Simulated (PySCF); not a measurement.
## Reproducing measurements on C4H6

**Measured values to compare with.**

NIST CCCBDB Release 22 (SRD 101), experimental dipoles lists, for the gas: dipole moment 0.782 D.

The results are set against them at the end.

Species: C4H6.
Atom-mapped SMILES: `[CH:1]#[C:2][CH2:3][CH3:4]` (hydrogens: H5 on C1; H6, H7 on C3; H8, H9, H10 on C4)

Cartesian coordinates in Å at the GFN2-xTB level; atoms count from 1:
```
atom  x, y, z in Å
C1     2.209   -0.291   -0.423
C2     1.113    0.164   -0.273
C3    -0.225    0.687   -0.084
C4    -1.197   -0.416    0.335
H5     3.174   -0.679   -0.557
H6    -0.561    1.142   -1.021
H7    -0.194    1.468    0.682
H8    -1.240   -1.193   -0.425
H9    -0.876   -0.871    1.270
H10   -2.195   -0.005    0.472
```

The PySCF runs (gas phase, on this GFN2-xTB geometry; no spin–orbit coupling):

```json
{"level": "PBE0/pcSseg-1", "job": "shieldings, charges and field gradients", "basis functions": "98", "wall time": "8.6 s"}
{"level": "B3LYP/pcJ-1", "job": "spin–spin couplings from 10 perturbed nuclei, spin–dipole term left out", "basis functions": "168", "wall time": "13 s"}
```

Hardware: x86-64 server, one thread, no GPU (shared host).

Results beside the measurements:

**Dipole moment.** Measured: 0.782 D (NIST CCCBDB Release 22 (SRD 101), experimental dipoles).

| level | computed (D) | computed − measured (D) | % (from the printed values) |
| --- | --- | --- | --- |
| PBE0/pcSseg-1 | 0.794 | +0.012 | +2 |
| B3LYP/pcJ-1 | 0.774 | -0.008 | -1 |

The computed dipoles belong to one fixed geometry; measured ones are averaged over vibrations unless marked μe. Magnitudes are compared, not signs.

The geometry is computed, not the measured one. Where a level misses, the cause wasn't examined.
